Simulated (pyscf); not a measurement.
PySCF, gas phase, ωB97X-D3(BJ)/def2-SVP geometries.

**Question.** PBE/def2-TZVP puts the barrier of H₃C–CH₂–O–Si(OH)(OH)–OH → orthosilicic acid (HO–Si(OH)(OH)–OH) + ethylene (H₂C=CH₂) (elimination; singlet surface; C–O, C–H broken, H–O formed) at 59.6 kcal/mol and the reaction energy at +15.9 kcal/mol, from the reactant's lowest minimum found. What do B3LYP-D3(BJ)/def2-TZVP, PBE0-D3(BJ)/def2-TZVP, ωB97M-D3(BJ)/def2-TZVP give on the same structures?

**Answer.** B3LYP-D3(BJ): ΔE‡ = 65.6 kcal/mol, ΔE = +16.3 kcal/mol; PBE0-D3(BJ): ΔE‡ = 67.7 kcal/mol, ΔE = +20.3 kcal/mol; ωB97M-D3(BJ): ΔE‡ = 67.9 kcal/mol, ΔE = +16.7 kcal/mol. PBE's barrier lies under all of them, by 6.0 to 8.4 kcal/mol. Its reaction energy lies under all of them, by 0.3 to 4.4 kcal/mol. Low barriers are usual for a GGA, whose delocalisation error favours stretched bonds. On the product side the descent ends in a complex, 5.0 kcal/mol under the separated species and 56.0 kcal/mol under the saddle at ωB97X-D3(BJ)/def2-TZVP. At ωB97X-D3(BJ) the barrier from the zero used here is 71.1 kcal/mol. One saddle was located; it need not be the lowest between these sides.
